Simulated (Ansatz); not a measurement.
# HCl+ (doublet): PBE, r2SCAN, PBE0, B3LYP, wB97M-V, B2PLYP, RPA-PBE over vertical gaps between states, cc-pVDZ

How well do these functionals follow the top wave-function level for HCl+ (doublet) over vertical gaps between states?

Method: cc-pVDZ, all electrons in the functionals, frozen cores in the correlation of double hybrids and RPA; program: Ansatz 0.2.0, Gaussian basis.

To be run: PBE, r2SCAN, PBE0, B3LYP, wB97M-V, B2PLYP, RPA-PBE, at charge 1, doublet; charge 1, quartet.

6 further runs of the same task are left out: 2 that didn't finish, 4 set aside as unsound or not needed. Runs told in other sessions of the task aren't counted.

## (1) The geometry

The geometry is a PBE0/def2-TZVP stationary point (not a proven minimum).

2 atoms, charge 1, spin multiplicity 2.

Atoms are counted from 1 here; the program's logs count them from 0.

Bond lengths: Cl1–H2 1.321 Å.

Geometry (Å):

```csv
atom,x (Å),y (Å),z (Å)
Cl1,0.0000,0.0000,0.0000
H2,0.0000,0.0000,1.3212
```

No dispersion term is added; wB97M-V holds VV10 nonlocal correlation. B3LYP takes the VWN-RPA correlation.

The geometry shown and the zero of energy belong to the point charge 1, doublet. The yardstick, FCI, and other wave-function levels (R restricted, U unrestricted, valence and pair active spaces) come from earlier runs.

## (2) PBE, charge 1, doublet

The input, in.yaml:

```yaml
crystal:
  periodic: [false, false, false]
  atoms:
    - {symbol: Cl, position_ang: [0.000000, 0.000000, 0.000000]}
    - {symbol: H, position_ang: [0.000000, 0.000000, 1.321200]}
basis:
  gaussian: {orbitals: cc-pVDZ}
total_charge: 1
magnetization: {spin_polarized: true, initial_magnetization: 1}
hamiltonian: {xc: {name: PBE}}
output: {orbitals: {seedname: orbitals}}
```

On the command line:

```sh
$ ansatz run in.yaml --threads 1 --pin off --events-out ev --progress --plain --max-ram 2393MiB
```

After this run come: PBE, charge 1, quartet; r2SCAN, charge 1, doublet; r2SCAN, charge 1, quartet; PBE0, charge 1, doublet; PBE0, charge 1, quartet; B3LYP, charge 1, doublet; B3LYP, charge 1, quartet; wB97M-V, charge 1, doublet; wB97M-V, charge 1, quartet; B2PLYP, charge 1, doublet; B2PLYP, charge 1, quartet; RPA-PBE, charge 1, doublet; RPA-PBE, charge 1, quartet.

Before running them: what should the planned runs give, taken together? Wanted: doublet to quartet, FCI; largest miss, PBE; largest miss, r2SCAN; largest miss, PBE0; largest miss, B3LYP; largest miss, wB97M-V; largest miss, B2PLYP; largest miss, RPA-PBE; largest miss, RCCSD(T).

**Answer**, as computed:

| quantity | value |
| --- | --- |
| doublet to quartet, FCI | 809.8 kJ/mol |
| largest miss, PBE | +14.0 kJ/mol (doublet to quartet) |
| largest miss, r2SCAN | +15.6 kJ/mol (doublet to quartet) |
| largest miss, PBE0 | +12.5 kJ/mol (doublet to quartet) |
| largest miss, B3LYP | +19.9 kJ/mol (doublet to quartet) |
| largest miss, wB97M-V | +31.6 kJ/mol (doublet to quartet) |
| largest miss, B2PLYP | +14.0 kJ/mol (doublet to quartet) |
| largest miss, RPA-PBE | +14.4 kJ/mol (doublet to quartet) |
| largest miss, RCCSD(T) | -0.2 kJ/mol (doublet to quartet) |
| largest miss, UCCSD(T) | -0.2 kJ/mol (doublet to quartet) |

In words: Of the functionals, PBE0 keep the smallest largest miss at the points compared (at most 12.5 kJ/mol) and wB97M-V strays most (31.6 kJ/mol, at doublet to quartet). Functionals and the yardstick converge differently with the basis, so part of each miss in cc-pVDZ is the basis.
